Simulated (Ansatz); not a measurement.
# C₂H₅FS: small, medium and large basis sets

One table from this session's results is given with a row withheld; the runs are named, their logs left out.

Computed with Ansatz 0.2.0, Gaussian basis. Level: one geometry, several basis sets.

Plan: PBE0-D4/def2-SVP; ωB97M-V/def2-SVP; PBE0-D4/def2-QZVPP; ωB97M-V/def2-QZVPP; the functionals' def2-TZVPP values are taken from earlier runs.

## The relaxed structure

All runs share one geometry, relaxed beforehand with PBE0-D4 in a triple-zeta def2 set.

9 atoms, charge 0, spin multiplicity 1.

Atoms are counted from 1 here; the program's logs count them from 0.

Bond lengths: C1–C2 1.506 Å, C1–H5 1.090 Å, C1–H6 1.092 Å, C1–H7 1.092 Å, C2–F3 1.384 Å, C2–S4 1.800 Å, C2–H8 1.094 Å, S4–H9 1.344 Å. Angles: C2–C1–H5 110.4°, C2–C1–H6 110.3°, C2–C1–H7 109.7°, H5–C1–H6 108.9°, H5–C1–H7 109.1°, H6–C1–H7 108.5°, C1–C2–F3 108.6°, C1–C2–S4 114.3°, C1–C2–H8 111.4°, F3–C2–S4 110.9°, F3–C2–H8 106.9°, S4–C2–H8 104.4°, C2–S4–H9 96.1°.

Set-up of the first run:

in.yaml

```yaml
crystal:
  periodic: [false, false, false]
  atoms:
    - {symbol: C, position_ang: [0.156826, 0.601497, -0.697397]}
    - {symbol: C, position_ang: [0.249683, -0.645462, 0.141710]}
    - {symbol: F, position_ang: [1.413389, -0.590474, 0.888161]}
    - {symbol: S, position_ang: [-1.178973, -0.935042, 1.197798]}
    - {symbol: H, position_ang: [-0.718583, 0.558807, -1.345350]}
    - {symbol: H, position_ang: [0.080015, 1.483391, -0.058039]}
    - {symbol: H, position_ang: [1.053539, 0.697942, -1.313298]}
    - {symbol: H, position_ang: [0.313429, -1.542835, -0.481404]}
    - {symbol: H, position_ang: [-1.280824, 0.325877, 1.650719]}
basis:
  gaussian: {orbitals: def2-SVP}
hamiltonian: {xc: pbe0, dispersion: d4}
output: {orbitals: {seedname: orbitals}}
```

Command:

```
ansatz run in.yaml --threads 2 --pin off --events-out ev --progress --plain --max-ram 4352MiB
```

Among the steps run: PBE0-D4 in def2-SVP; ωB97M-V in def2-SVP; PBE0-D4 in def2-QZVPP; ωB97M-V in def2-QZVPP.

One table of the session follows, with a row left open; its other results are not shown here.

It belongs to the step «Functionals by basis». 

```
functional       basis  HOMO (eV)  LUMO (eV)
   PBE0-D4    def2-SVP          ?          ?
   PBE0-D4  def2-TZVPP      -7.39       0.35
   PBE0-D4  def2-QZVPP      -7.43       0.15
   ωB97M-V    def2-SVP      -9.48       2.90
   ωB97M-V  def2-TZVPP      -9.65       2.20
   ωB97M-V  def2-QZVPP      -9.70       1.71
```

**Question.** Estimate the row for PBE0-D4, def2-SVP.

**Answer.** HOMO (eV): -7.24; LUMO (eV): 0.90. In the column «HOMO (eV)» it is the highest.
